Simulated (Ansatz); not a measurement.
1T (CdI2-type) TiTe2 was calculated with HSE06 in Ansatz (plane waves, PAW).

Run with plane-wave cutoff 460 eV, 9×9×4 k mesh (along the axes of the cell as run), Fermi–Dirac smearing 0.05 eV, no spin polarisation, scalar-relativistic PAW data made under PBE.

Computed at the level's own relaxed cell.

### Question
Predict the lattice parameter a and lattice parameter c.

### Answer

- lattice parameter a = 3.784 Å
- lattice parameter c = 7.083 Å

Note: the cell comes from a level without a dispersion term, which matters for the spacing of layers, chains or molecules; the volume lies 9 % above that of the published cell; the cell has widely spaced layers and the level no dispersion term, so their spacing and the moduli can rest on weak binding.

Spin–orbit coupling is not included; it can open a gap where bands touch, and shift volumes and moduli.

The computed numbers hold no vibrational or temperature effects.

Ansatz is an electronic-structure program.
